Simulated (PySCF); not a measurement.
Coordinates in bohr (charge 0 multiplicity 1):
```
S     0.0000   -0.8289    0.1403
O     0.0000    0.0012    2.6903
F     2.1774    0.6970   -1.2506
F    -2.1774    0.6970   -1.2506
```

Method: PySCF, PBE0, basis S def2-TZVP, O def2-TZVP, F def2-TZVP (no relativity, density fitting).

This geometry of SOF2 is a stationary point at this level.

(1) What is the point group?

(2) Is it a minimum?

(3) List the harmonic modes with their infrared intensities.

(4) What are the dipole moment and the gap between the highest occupied and lowest empty levels?

(5) What is the atomisation energy, with and without zero-point energy?

## Answers

(1) Cs.

(2) Yes: all harmonic wavenumbers are real.

(3) 
```csv
symmetry,ω (cm⁻¹),IR (km/mol)
a',375,3.9
a'',395,4.2
a',534,23.1
a'',762,220
a',827,189
a',1373,168
```

(4) 1.65 D and 8.52 eV.

(5) 1268 kJ/mol without, 1243 kJ/mol with.

Only a few start shapes were tried, so a lower isomer may exist.
